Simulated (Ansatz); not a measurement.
`FC1=CCC=C1`, relaxed with RKS PBE-D4/def2-SVP in the Gaussian-basis code of Ansatz from a rough embedded geometry. The force threshold is 0.03 eV/Å; the program also tests the step.

Total charge 0; spin multiplicity 1.

Start:

```xyz
11

F    -1.810   -1.232    1.442
C    -0.845   -0.623    0.682
C    -1.086    0.355   -0.163
C     0.200    0.888   -0.735
C     1.189   -0.118   -0.119
C     0.569   -0.933    0.705
H    -2.068    0.839   -0.343
H     0.193    0.730   -1.839
H     0.427    1.897   -0.566
H     2.246   -0.091   -0.351
H     0.985   -1.712    1.288
```

```json
{"step": "1", "energy (eV)": "-7966.7234", "largest force (eV/Å)": "3.518", "largest move (Å)": "0.000"}
{"step": "2", "energy (eV)": "-7967.0408", "largest force (eV/Å)": "1.054", "largest move (Å)": "0.101"}
{"step": "3", "energy (eV)": "-7967.0756", "largest force (eV/Å)": "0.660", "largest move (Å)": "0.049"}
{"step": "4", "energy (eV)": "-7967.0962", "largest force (eV/Å)": "0.228", "largest move (Å)": "0.063"}
{"step": "5", "energy (eV)": "-7967.1025", "largest force (eV/Å)": "0.055", "largest move (Å)": "0.024"}
{"step": "6", "energy (eV)": "-7967.1027", "largest force (eV/Å)": "0.014", "largest move (Å)": "0.004"}
```

End:

```xyz
11

F    -1.759   -1.276    1.437
C    -0.867   -0.611    0.693
C    -1.124    0.421   -0.155
C     0.191    0.829   -0.756
C     1.198   -0.103   -0.135
C     0.558   -0.947    0.719
H    -2.099    0.875   -0.368
H     0.193    0.744   -1.868
H     0.441    1.895   -0.545
H     2.274   -0.080   -0.355
H     0.994   -1.747    1.332
```

Hardware: 4 threads of a server CPU on a shared host. Wall time 8.5 s, peak host memory 0.15 GiB.
